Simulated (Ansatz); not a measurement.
Geometry optimisation, UKS B3LYP-D4/6-31G* (Ansatz 0.2.0).

The input (input.yaml):

```yaml
crystal:
  periodic: [false, false, false]
  atoms:
    - { symbol: Al, position_ang: [0.033893, -0.761722, -0.525824] }
    - { symbol: H, position_ang: [-0.064648, -0.208879, 2.181784] }
    - { symbol: "N", position_ang: [1.552187, -0.055582, -1.188046] }
    - { symbol: H, position_ang: [2.438988, -0.521928, -1.024829] }
    - { symbol: H, position_ang: [1.70749, 0.93668, -1.332818] }
    - { symbol: "N", position_ang: [-1.509396, 0.084537, -0.897729] }
    - { symbol: H, position_ang: [-2.401272, -0.186088, -0.49517] }
    - { symbol: H, position_ang: [-1.663278, 0.590015, -1.76664] }
    - { symbol: H, position_ang: [-0.093962, 0.122967, 2.809273] }
magnetization:
  spin_polarized: true
  initial_magnetization: 1
basis:
  gaussian: { orbitals: "6-31G*" }
hamiltonian:
  xc: b3lyp
  dispersion: d4
relax:
  f_tol: 0.03
  max_steps: 50
```

Launched with:

```bash
$ ansatz run input.yaml --threads 1 --pin off --max-ram 2048MiB --backend cpu --events-out ev --progress --plain --runs-dir out
```

Q: Where does it end, and by what steps?

A: The forces met the threshold. The force dipped under the threshold on the way, but the program's further checks kept it going. After 27 steps the energy has fallen by 0.108 eV; H8 moved furthest, 1.29 Å.

```csv
step,energy less start (eV),largest force component (eV/Å),accepted
0,0.0000,1.278,yes
1,-0.0399,0.275,yes
2,-0.0476,0.120,yes
3,-0.0026,0.974,no
4,-0.0517,0.072,yes
5,-0.0515,0.092,no
6,-0.0540,0.035,yes
7,-0.0551,0.050,yes
8,-0.0560,0.111,yes
9,-0.0566,0.188,yes
10,-0.0572,0.053,yes
11,-0.0577,0.019,yes
12,-0.0563,0.285,no
13,-0.0584,0.050,yes
14,-0.0586,0.231,yes
15,-0.0598,0.134,yes
16,-0.0647,0.084,yes
17,-0.0710,0.542,yes
18,-0.0795,0.780,yes
19,-0.0991,0.051,yes
20,-0.1015,0.066,yes
21,-0.1024,0.392,yes
22,-0.1062,0.090,yes
23,-0.1073,0.018,yes
24,-0.1077,0.137,yes
25,-0.1081,0.046,yes
26,-0.1081,0.044,yes
27,-0.1082,0.005,yes
```

```xyz
9
Properties=species:S:1:pos:R:3
Al 0.265 -1.015 -0.978
H -0.872 0.177 2.134
N 1.699 -0.105 -1.545
H 2.580 -0.536 -1.797
H 1.757 0.902 -1.643
N -1.200 -0.094 -0.500
H -2.069 -0.523 -0.209
H -1.312 0.912 -0.573
H -0.849 0.282 2.872
```

Whether the end is a true minimum wasn't checked by a vibrational analysis.

Time of the run: 81 s on 1 thread of Arm Neoverse V2 (shared host), peak memory 0.15 GiB.
